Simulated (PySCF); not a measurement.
# C₂H₅N (triplet): open-shell or spin-flip excitations

Wanted: open-shell or spin-flip excitations for C₂H₅N (triplet) (`CC[N]`).

Computed with PySCF 2.14.0 and routines of our own; the level stands in each step. Atoms count from 0.

### Step 1. The starting structure

8 atoms, charge 0, multiplicity 3; geometry from: GFN2-xTB.

### Step 2. Open-shell or spin-flip excitations: unrestricted TDA M06-2X/def2-SVPD

Job settings and geometry (Å):

```
{"job": {"kind": "uabs", "xc": "M06-2X", "basis": "def2-SVPD", "nstates": 10, "tda": true}, "charge": 0, "multiplicity": 3}
C     -0.791825     0.000153    -0.042099
C      0.756421    -0.022080     0.025842
N      1.309860     1.138349     0.433703
H     -1.195752     0.222838     0.941427
H     -1.115928     0.770371    -0.736480
H     -1.153646    -0.968536    -0.374930
H      1.140883    -0.288731    -0.979582
H      1.059045    -0.842952     0.707553
```

Level: unrestricted TDA M06-2X/def2-SVPD, vertical, gas phase, core orbitals frozen in the response.

On the command line:

```bash
OMP_NUM_THREADS=1 python excited_run.py task.json out
```

The driver reads the jobs from task.json and runs them one after another.

The log of the run:

```text
coarse grid: 27840 points
cycle   1  E = -133.6633184065  dE =  1.281e-01  |g| = 1.589e-01  |ddm| = 2.318e+00
cycle   2  E = -133.6875321579  dE = -2.421e-02  |g| = 7.847e-02  |ddm| = 4.041e-01
cycle   3  E = -133.6914713999  dE = -3.939e-03  |g| = 3.753e-02  |ddm| = 1.794e-01
cycle   4  E = -133.6927174767  dE = -1.246e-03  |g| = 9.871e-03  |ddm| = 7.088e-02
cycle   5  E = -133.6928692095  dE = -1.517e-04  |g| = 3.075e-03  |ddm| = 3.437e-02
cycle   6  E = -133.6928757744  dE = -6.565e-06  |g| = 1.551e-03  |ddm| = 6.545e-03
final grid: 60272 points
cycle   7  E = -133.6927184621  dE = -2.688e-06  |g| = 9.001e-04  |ddm| = 1.309e-02
cycle   8  E = -133.6927186408  dE = -1.787e-07  |g| = 8.236e-04  |ddm| = 2.637e-03
cycle   9  E = -133.6927189795  dE = -3.387e-07  |g| = 8.887e-05  |ddm| = 1.128e-03
cycle  10  E = -133.6927189940  dE = -1.451e-08  |g| = 4.500e-05  |ddm| = 3.088e-04
cycle  11  E = -133.6927189961  dE = -2.133e-09  |g| = 1.550e-05  |ddm| = 1.069e-04
cycle  12  E = -133.6927189965  dE = -3.847e-10  |g| = 5.672e-06  |ddm| = 4.468e-05
converged SCF energy = -133.6927189965

Static polarisability (au): isotropic 32.986, principal 29.965 32.227 36.766

<S^2> of the reference = 2.0093 (exact 2.0000)

Excitations
state   eV       nm        f      <S^2>   main configurations
  1   3.7844    327.6   0.00425   2.012   Hb->Lb 0.89
  2   3.8543    321.7   0.00566   2.011   Hb->L+1b 0.93
  3   7.2175    171.8   0.00037   2.088   H-1b->Lb 0.93
  4   7.4532    166.4   0.00811   2.069   H-1b->L+1b 0.54, H-2b->Lb 0.38
  5   7.5189    164.9   0.00376   2.136   Ha->La 0.77, Ha->L+1a 0.13
  6   7.6032    163.1   0.00106   2.157   H-1a->La 0.67, H-2b->Lb 0.12, H-1b->L+1b 0.09
  7   7.6557    162.0   0.00188   2.059   H-2b->L+1b 0.87, H-3b->L+1b 0.08
  8   7.7953    159.0   0.06613   2.080   H-2b->Lb 0.41, H-1b->L+1b 0.29, H-1a->La 0.17
  9   8.5627    144.8   0.02508   2.141   H-1a->L+1a 0.77, H-1a->La 0.08
 10   8.5773    144.5   0.00605   2.134   Ha->L+1a 0.78, Ha->La 0.13
```

Wall time 16 s (1 thread of Arm Neoverse V1, shared host); peak memory 0.42 GiB.

Key values:

| quantity | value |
| --- | --- |
| ⟨S²⟩ | 2.009 |

Löwdin spin populations:

| atom | value (e) |
| --- | --- |
| C0 | 0.08 |
| C1 | 0.16 |
| N2 | 1.64 |
| H3 | 0.00 |
| H4 | 0.00 |
| H5 | 0.01 |
| H6 | 0.06 |
| H7 | 0.06 |

With diffuse functions Löwdin's scheme smears the spin, so small populations can have the wrong sign.

Orbitals, density, ELF and potential are computed afterwards from the orbital file.

ELF in a plane through or near 4 of the atoms.

Values, 10 rows by 14 columns:
```
0.00 0.00 0.00 0.00 0.00 0.00 0.00 0.00 0.00 0.00 0.00 0.00 0.00 0.00
0.00 0.00 0.01 0.17 0.31 0.26 0.06 0.00 0.00 0.00 0.00 0.00 0.00 0.00
0.00 0.03 0.47 0.75 0.88 0.86 0.55 0.04 0.01 0.03 0.01 0.00 0.00 0.00
0.00 0.14 0.66 0.91 0.62 0.66 0.53 0.03 0.16 0.18 0.07 0.02 0.00 0.00
0.00 0.06 0.44 0.73 0.72 0.90 0.55 0.51 0.55 0.66 0.25 0.04 0.00 0.00
0.00 0.00 0.02 0.07 0.40 0.13 0.26 0.88 0.33 0.62 0.40 0.06 0.01 0.00
0.00 0.00 0.01 0.06 0.31 0.58 0.37 0.25 0.95 1.00 0.97 0.34 0.01 0.00
0.00 0.00 0.00 0.02 0.05 0.05 0.02 0.03 0.83 0.99 0.92 0.12 0.00 0.00
0.00 0.00 0.00 0.00 0.00 0.00 0.00 0.00 0.03 0.11 0.02 0.00 0.00 0.00
0.00 0.00 0.00 0.00 0.00 0.00 0.00 0.00 0.00 0.00 0.00 0.00 0.00 0.00
```
The map spans 8.0 Å across and 7.5 Å up, centred on the molecule. Atoms in the plane (x, y in Å): C0 (0.8, 0.0), C1 (-0.8, -0.1), N2 (-1.4, 1.1), H5 (1.2, -1.0).

log10 of the density (e/Å³) in the same plane.

Ten even steps from '0' (-4.0) to '9' (1.6):
```
0000000000000000000000000000
0000011222221100000000000000
0001122333332211000000000000
0012234444443322211110000000
0123345566554433332221100000
0123455677665443333332210000
0123456788776544554443221000
0123456789776556666544321000
0123456777776666776654321100
0123345667787777987654322100
0012334567798777877654322100
0011234566776666777654322100
0001234456666556677654321100
0001223445554445566554321000
0000122333333334444443210000
0000012223332233333332110000
0000000111111112222211000000
0000000000000000111000000000
0000000000000000000000000000
0000000000000000000000000000
```
The map spans 8.0 Å across and 7.5 Å up, centred on the molecule. Atoms in the plane (x, y in Å): C0 (0.8, 0.0), C1 (-0.8, -0.1), N2 (-1.4, 1.1), H5 (1.2, -1.0).

On the surface of density 0.002 e/bohr³ the electrostatic potential runs, from the 1st to the 99th percentile, from -1.53 V near N2 to 0.97 V near H7.

The spin density lies nearest to N2 83 %.

### Step 3. Open-shell or spin-flip excitations: collinear spin-flip TDA BHandHLYP/def2-SVP

The job, as its differences from that of step 2:

```diff
@@ -1,2 +1,2 @@
-{"job": {"kind": "uabs", "xc": "M06-2X", "basis": "def2-SVPD", "nstates": 10, "tda": true}, "charge": 0, "multiplicity": 3}
+{"job": {"kind": "uabs", "xc": "BHandHLYP", "basis": "def2-SVP", "nstates": 8, "spin_flip": true}, "charge": 0, "multiplicity": 3}
 C     -0.791825     0.000153    -0.042099
```

Level: collinear spin-flip TDA BHandHLYP/def2-SVP, vertical, gas phase, core orbitals frozen in the response.

The log of the run:

```text
coarse grid: 6336 points
cycle   1  E = -133.6330738370  dE =  7.589e-02  |g| = 1.759e-01  |ddm| = 1.953e+00
cycle   2  E = -133.6626598368  dE = -2.959e-02  |g| = 8.616e-02  |ddm| = 2.793e-01
cycle   3  E = -133.6670492536  dE = -4.389e-03  |g| = 4.010e-02  |ddm| = 1.605e-01
cycle   4  E = -133.6683101264  dE = -1.261e-03  |g| = 7.733e-03  |ddm| = 5.150e-02
cycle   5  E = -133.6683795208  dE = -6.939e-05  |g| = 3.308e-03  |ddm| = 1.798e-02
cycle   6  E = -133.6683865978  dE = -7.077e-06  |g| = 1.061e-03  |ddm| = 4.403e-03
final grid: 60272 points
cycle   7  E = -133.6828891821  dE = -9.413e-06  |g| = 2.006e-03  |ddm| = 7.675e-03
cycle   8  E = -133.6828898216  dE = -6.395e-07  |g| = 1.706e-03  |ddm| = 3.336e-03
cycle   9  E = -133.6828913016  dE = -1.480e-06  |g| = 9.765e-05  |ddm| = 1.482e-03
cycle  10  E = -133.6828913078  dE = -6.206e-09  |g| = 5.003e-05  |ddm| = 1.851e-04
cycle  11  E = -133.6828913095  dE = -1.699e-09  |g| = 1.095e-05  |ddm| = 8.008e-05
cycle  12  E = -133.6828913097  dE = -1.777e-10  |g| = 4.335e-06  |ddm| = 2.807e-05
converged SCF energy = -133.6828913097

<S^2> of the reference = 2.0108 (exact 2.0000)

Spin-flip excitations, energies against the reference
state   eV       nm        f      <S^2>   main configurations
  1   1.2090        -   0.00000   2.024   H-1a->Lb 0.43, Ha->L+1b 0.43
  2   2.0033   1560.9   0.00000   0.020   Ha->Lb 0.52, H-1a->L+1b 0.36
  3   2.0083   1551.0   0.00000   0.020   Ha->L+1b 0.46, H-1a->Lb 0.42
  4   2.8440    758.3   0.00000   0.024   H-1a->L+1b 0.53, Ha->Lb 0.37
  5   5.0207    325.3   0.00188   1.016   H-2a->Lb 0.79, H-4a->Lb 0.11
  6   5.1125    317.6   0.00243   1.015   H-2a->L+1b 0.80, H-4a->L+1b 0.11
  7   8.2889    175.1   0.00026   1.157   H-3a->Lb 0.52, Ha->L+2b 0.25, Ha->Lb 0.08
  8   8.3017    174.8   0.02615   1.134   H-4a->Lb 0.28, H-3a->L+1b 0.18, H-1a->L+2b 0.16, H-5a->Lb 0.12
```

Run time: 1.6 s. Hardware: 1 thread of Arm Neoverse V1, shared host; peak memory 0.42 GiB.

The ⟨S²⟩ below is that of the reference state, of multiplicity 3.

Key values:

| quantity | value |
| --- | --- |
| low spin less high spin | 0.794 eV |
| ⟨S²⟩ | 2.011 |

### Step 4. Open-shell or spin-flip excitations: unrestricted TDA B97-2/6-311+G(2d,p)

The job, as its differences from that of step 3:

```diff
@@ -1,2 +1,2 @@
-{"job": {"kind": "uabs", "xc": "BHandHLYP", "basis": "def2-SVP", "nstates": 8, "spin_flip": true}, "charge": 0, "multiplicity": 3}
+{"job": {"kind": "uabs", "xc": "B97-2", "basis": "6-311+G(2d,p)", "nstates": 15, "tda": true, "scf": {"guess": "sap", "fallback": true}, "grid": 4}, "charge": 0, "multiplicity": 3}
 C     -0.791825     0.000153    -0.042099
```

Method: unrestricted TDA B97-2/6-311+G(2d,p), vertical, gas phase, core orbitals frozen in the response.

The log of the run:

```text
final grid: 163632 points
cycle   1  E = -126.3377865794  dE =  5.206e+00  |g| = 2.986e+00  |ddm| = 1.200e+01
cycle   2  E = -116.8291600611  dE =  9.509e+00  |g| = 4.923e+00  |ddm| = 1.232e+01
cycle   3  E = -133.0076669792  dE = -1.618e+01  |g| = 1.261e+00  |ddm| = 3.366e+00
cycle   4  E = -133.7573506497  dE = -7.497e-01  |g| = 4.179e-01  |ddm| = 1.239e+00
cycle   5  E = -133.8231960748  dE = -6.585e-02  |g| = 2.600e-01  |ddm| = 4.055e-01
cycle   6  E = -133.8522302702  dE = -2.903e-02  |g| = 4.987e-02  |ddm| = 1.743e-01
cycle   7  E = -133.8534500581  dE = -1.220e-03  |g| = 1.310e-02  |ddm| = 4.852e-02
cycle   8  E = -133.8535492907  dE = -9.923e-05  |g| = 2.194e-03  |ddm| = 1.789e-02
cycle   9  E = -133.8535529987  dE = -3.708e-06  |g| = 5.828e-04  |ddm| = 3.143e-03
cycle  10  E = -133.8535533418  dE = -3.431e-07  |g| = 1.464e-04  |ddm| = 8.572e-04
cycle  11  E = -133.8535533819  dE = -4.009e-08  |g| = 4.020e-05  |ddm| = 3.548e-04
cycle  12  E = -133.8535533842  dE = -2.356e-09  |g| = 9.532e-06  |ddm| = 9.878e-05
cycle  13  E = -133.8535533844  dE = -1.376e-10  |g| = 3.305e-06  |ddm| = 2.196e-05
converged SCF energy = -133.8535533844

Static polarisability (au): isotropic 32.446, principal 28.951 31.366 37.021

<S^2> of the reference = 2.0104 (exact 2.0000)

Excitations
state   eV       nm        f      <S^2>   main configurations
  1   4.3138    287.4   0.00416   2.020   Hb->Lb 0.97
  2   4.3860    282.7   0.00638   2.018   Hb->L+1b 0.98
  3   6.5993    187.9   0.00000   2.078   H-1b->Lb 0.87, Ha->La 0.11
  4   6.6467    186.5   0.00305   2.072   Ha->La 0.84, H-1b->Lb 0.11
  5   6.7065    184.9   0.00745   2.092   H-1a->La 0.94
  6   6.8466    181.1   0.00511   2.054   H-1b->L+1b 0.72, H-2b->Lb 0.25
  7   7.1164    174.2   0.00140   2.047   H-2b->L+1b 0.95
  8   7.1847    172.6   0.03167   2.074   H-2b->Lb 0.58, H-1b->L+1b 0.20, H-1a->L+1a 0.16
  9   7.3538    168.6   0.00618   2.082   Ha->L+1a 0.95
 10   7.3847    167.9   0.03464   2.079   H-1a->L+1a 0.79, H-2b->Lb 0.12
 11   7.5113    165.1   0.01808   2.090   Ha->L+2a 0.96
 12   7.5620    164.0   0.01050   2.085   H-1a->L+2a 0.98
 13   7.6645    161.8   0.01094   2.070   Ha->L+3a 0.95
 14   7.7107    160.8   0.02250   2.077   H-1a->L+3a 0.94
 15   8.1665    151.8   0.11372   2.094   H-3b->Lb 0.86
```

Run time: 17 s. Hardware: 1 thread of Arm Neoverse V1, shared host; peak memory 0.54 GiB.

In short:

| quantity | value |
| --- | --- |
| ⟨S²⟩ | 2.010 |

### Step 5. Results

| quantity | value |
| --- | --- |
| lowest and brightest state of nearly pure spin, of 10 (step 2, unrestricted TDA M06-2X/def2-SVPD) | 3.78 eV; 7.80 eV, f = 0.066 |
| surface potential, 1st and 99th percentile | -1.53 V and 0.97 V |
| low spin less high spin (step 3, collinear spin-flip TDA BHandHLYP/def2-SVP) | 0.794 eV |
| lowest and brightest state of nearly pure spin, of 15 (step 4, unrestricted TDA B97-2/6-311+G(2d,p)) | 4.31 eV; 8.17 eV, f = 0.114 |

The lowest state of nearly pure spin runs from 3.78 to 4.31 eV over the runs.
